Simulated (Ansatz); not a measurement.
System: fcc Pd. Method: r²SCAN (Ansatz, a program for electronic structure, plane waves, PAW).

Numerical settings: plane-wave cutoff 600 eV, 28×28×28 k mesh, Fermi–Dirac smearing 0.041 eV (set by the program), scalar-relativistic PAW data made under PBE.

Cell (relaxed at this level):

```xyz
1
Lattice="0.0000 1.9542 1.9542 1.9542 0.0000 1.9542 1.9542 1.9542 0.0000" Properties=species:S:1:pos:R:3 pbc="T T T"
Pd     0.0000     0.0000     0.0000
```

What does this level give for the elastic constant C44, elastic constant C11, elastic constant C12 and Voigt–Reuss–Hill bulk modulus?


- elastic constant C44: 60.1 GPa
- elastic constant C11: 213 GPa
- elastic constant C12: 170 GPa
- Voigt–Reuss–Hill bulk modulus: 184 GPa

Measured, for comparison: elastic constant C44 71.2 GPa, elastic constant C11 234 GPa, elastic constant C12 176 GPa (0 K, extrapolated to 0 K; zero-point effects included; as tabulated in Malica and Corso (2021), arXiv:2109.00459). Computed (rounded) less measured: elastic constant C44 -16 %, elastic constant C11 -9 %, elastic constant C12 -3 %.

Elastic constants are with the ions relaxed.

The computed numbers hold no vibrational or temperature effects.

Cost on a shared machine: very roughly 11 core-minutes.
